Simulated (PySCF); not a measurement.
Symmetry of computed structures. Method used: PySCF 2.14.0, PBE0-D3(BJ)/def2-SVP geometry optimisation, gas phase. The symmetry is that of the one conformer found, every atom within 0.08 Å of its image; none is proved a minimum here. Atoms past krypton carry def2 core potentials. The geometries of the anions come from a basis without diffuse functions.

Problem. What symmetry has `[CH3:1][B:2]([CH3:3])[c:4]1[cH:5][c:6]([B:7]([Cl:8])[Cl:9])[cH:10][s:11]1` with H–C1–B2–C3 0° (nearest H), H–C3–B2–C1 0° (nearest H)?

Solution. Cs; asymmetric top; symmetry number 1; 2 operations, which sort the 19 atoms into 17 sets; dipole 1.58 D, in the ab plane, which is the mirror; A, B, C = 1302, 369.7, 289.0 MHz; heavy atoms equivalent by symmetry: none.

Problem. [GaFH3]- (`[H][Ga-]([H])([H])[F]`): symmetry, top, dipole?

Solution. C3v; prolate symmetric top; symmetry number 3; 6 operations, which sort the 5 atoms into 3 sets; dipole about the centre of mass 0.10 D; A, B, C = 69339, 9075, 9074 MHz.

Problem. Point group, rotor type and polarity of Nb(CH2)(NH2)3 (`[CH2]=[Nb]([NH2])([NH2])[NH2]`)?

Solution. Cs; asymmetric top; symmetry number 1; 2 operations, which sort the 13 atoms into 9 sets; dipole 2.32 D.

Problem. `[NH2:1][B:2]([NH2:3])[B:4]([Cl:5])[Cl:6]`: symmetry, top, dipole?

Solution. C2v; asymmetric top; symmetry number 2; 4 operations, which sort the 10 atoms into 6 sets; dipole 2.63 D, along a, the twofold axis; heavy atoms equivalent by symmetry: N1/N3, Cl5/Cl6.

Problem. Point group, rotor type and polarity of BCl2Br (`ClB(Cl)Br`)?

Solution. C2v; asymmetric top; symmetry number 2; 4 operations, which sort the 4 atoms into 3 sets; dipole 0.04 D; A, B, C = 3182, 1750, 1129 MHz.

Problem. `[CH3:1][N:2]([CH3:3])[CH2:4][N:5]([CH3:6])[CH3:7]` with C1–N2–C4–N5 66°, N2–C4–N5–C6 -164°, H–C1–N2–C3 -60° (nearest H), H–C3–N2–C1 -56° (nearest H), H–C6–N5–C4 55° (nearest H): symmetry, top, dipole?

Solution. C2; near-prolate asymmetric top; symmetry number 2; 2 operations, which sort the 21 atoms into 11 sets; this conformer is chiral (no improper operation); dipole 0.56 D, along c, the twofold axis; heavy atoms equivalent by symmetry: C1/C7, N2/N5, C3/C6.

Problem. Point group, rotor type and polarity of [SnF3]- (`[F][Sn-]([F])[F]`)?

Solution. C3v; oblate symmetric top; symmetry number 3; 6 operations, which sort the 4 atoms into 2 sets; dipole about the centre of mass 3.21 D, along the axis; A, B, C = 4033, 4022, 3054 MHz.
